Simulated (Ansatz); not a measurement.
in.yaml

```yaml
crystal:
  periodic: [false, false, false]
  atoms:
    - {symbol: O, position_ang: [0.000619, 0.005668, 0.650852]}
    - {symbol: C, position_ang: [-0.000214, -0.010475, -0.664723]}
    - {symbol: H, position_ang: [0.047750, -0.907888, -1.220058]}
    - {symbol: H, position_ang: [-0.055027, 0.942744, -1.190255]}
basis:
  gaussian: {orbitals: cc-pVDZ}
magnetization: {spin_polarized: false, initial_magnetization: 2}
correlation: {method: ccsd_t, electrons: outside_noble_gas}
output: {forces: true}
```

```sh
$ ansatz run in.yaml --threads 1 --pin off --events-out ev --progress --plain --max-ram 2393MiB
```

The program prints:

```
344 factors; integrals over basis functions are off by at most 9.8e-4 eV
mean field evaluation 1: about -3094.1002 eV, gradient 1.7e1 eV
mean field evaluation 2: about -3094.1018 eV, gradient 1.7e1 eV
mean field evaluation 4: about -3096.2255 eV, gradient 3.5e0 eV
mean field evaluation 8: about -3096.4319 eV, gradient 1.1e-1 eV
mean field evaluation 16: about -3096.4209 eV, gradient 1.3e0 eV
mean field evaluation 32: about -3095.8698 eV, gradient 1.8e0 eV
mean field evaluation 64: about -3084.0408 eV, gradient 1.1e1 eV
mean field evaluation 96: about -3095.2644 eV, gradient 1.0e-3 eV
mean field -3096.43206833 eV, -113.7917796740 hartree, gradient 1.0e-6 eV, S^2 2.000000; 4 other end points of the search recorded, 0 dependent functions left out
mean field evaluation 128: about -3096.5517 eV, gradient 2.4e0 eV
determinant -3096.43206833 eV, -113.7917796740 hartree, with singles and doubles -3104.59171538 eV, -114.0916411722 hartree
determinant -3095.26439486 eV, -113.7488684656 hartree, with singles and doubles -3102.99561988 eV, -114.0329857448 hartree
2 core orbitals not correlated: weight in the atoms' cores, before any rotation towards them, 1.000 or more for the frozen orbitals, at most 0.000 for the correlated occupied ones
reference -3096.43206833 eV, -113.7917796740 hartree; 7, 5 occupied and 29, 31 virtual orbitals, 344 factors
second order -7.19595306 eV of doubles, -0.15360645 eV of singles
cycle   1  -8.15974314 eV  change   -9.6e-5 eV  update   8.2e-4
cycle   2  -8.15999260 eV  change   -2.5e-4 eV  update   5.5e-4
cycle   3  -8.15996760 eV  change    2.5e-5 eV  update   2.2e-4
cycle   4  -8.16005930 eV  change   -9.2e-5 eV  update   1.0e-4
cycle   5  -8.16026167 eV  change   -2.0e-4 eV  update   3.6e-5
cycle   6  -8.16032030 eV  change   -5.9e-5 eV  update   1.7e-5
cycle   7  -8.16030852 eV  change    1.2e-5 eV  update   8.0e-6
cycle   8  -8.16030384 eV  change    4.7e-6 eV  update   4.3e-6
cycle   9  -8.16030516 eV  change   -1.3e-6 eV  update   2.3e-6
cycle  10  -8.16030478 eV  change    3.8e-7 eV  update   8.1e-7
cycle  11  -8.16030437 eV  change    4.1e-7 eV  update   3.8e-7
perturbative correction -0.18531664 eV, -0.0068102610 hartree
the calculation of the forces begins
Total energy: -3104.77768934 eV, -114.0984755894 hartree
Atom 0 at     0.000619     0.005668     0.650852 Å, force     0.005155    -0.106370     0.592354 eV/Å
Atom 1 at    -0.000214    -0.010475    -0.664723 Å, force    -0.064444     1.268277    -0.137953 eV/Å
Atom 2 at     0.047750    -0.907888    -1.220058 Å, force     0.082584    -1.555141    -0.508265 eV/Å
Atom 3 at    -0.055027     0.942744    -1.190255 Å, force    -0.023295     0.393235     0.053863 eV/Å
Dipole moment:    -0.000740    -0.002566    -0.255676 e Å
```

Forces (eV/Å):
```
O    0.005 -0.106  0.592
C   -0.064  1.268 -0.138
H    0.083 -1.555 -0.508
H   -0.023  0.393  0.054
```

For the same geometry and basis UCCSDT(Q) lies 36.4 meV lower.

Ran on 1 thread of Arm Neoverse V1, shared host: 3.2 s wall, 0.1 GiB peak host memory.
